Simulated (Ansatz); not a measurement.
**V, bcc: geometry optimisation**

Level of theory: Ansatz, DFT, PBEsol, plane waves (420 eV) with PAW, scalar-relativistic. (PAW data from PBE, frozen cores regenerated.)

k-point mesh 15×15×15, Fermi-Dirac smearing 0.1 eV, no spin polarisation. Cell and atoms relax.

Starting structure:

```xyz
1
Lattice="-1.5120 1.5120 1.5120 1.5120 -1.5120 1.5120 1.5120 1.5120 -1.5120" Properties=species:S:1:pos:R:3 pbc="T T T"
V     0.0000    0.0000    0.0000
```

What cell does the relaxation end in?

Im-3m with a = 2.960 Å; 12.96 Å³ per atom against 13.83 at the start (-6.2 %).

How much energy does the relaxation gain?

31.6 meV per atom.
